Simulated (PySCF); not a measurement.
**A small calculation by hand: entropy of an ideal gas**

H2P, SMILES [PH2], multiplicity 2.

Geometry: PBE-D3(BJ)/def2-TZVPD. The isomer is the one that the SMILES or the coordinates give; other isomers of the formula were not compared.

PySCF with PBE-D3(BJ)/def2-TZVPD gives the harmonic wavenumbers 1077, 2306, 2318 cm⁻¹ and the rotational temperatures 12.6201, 11.5014, 6.0174 K. The molar mass is 32.99 g/mol, the symmetry number 2, the spin multiplicity 2.

### Question
Work out the entropy at 298.15 K and 1 atm in the rigid-rotor, harmonic-oscillator model.

### Answer

Translation (Sackur–Tetrode at 1 atm): S = R[1.5 ln M + 2.5 ln T − 1.16487] = 152.3 J/(mol K).
Rotation: q = (√π/σ) T^1.5/√(θA θB θC) = 154, S = R[ln q + 3/2] = 54.4 J/(mol K).
Vibration: with u = 1.4388 ν/T, each mode gives R[u/(e^u − 1) − ln(1 − e^−u)]:
```tsv
ν (cm⁻¹)	modes	u	S (J/(mol K))
1077	1	5.20	0.29
```
The stiffer modes add less than 0.005 each. Sum 0.3 J/(mol K).
Spin: R ln 2 = 5.8 J/(mol K).
Total 212.8 J/(mol K); the program's own thermochemistry gives 212.8. Translation makes up 72 % and vibration 0 %. Anharmonicity, hindered rotation and orbital degeneracy are left out.
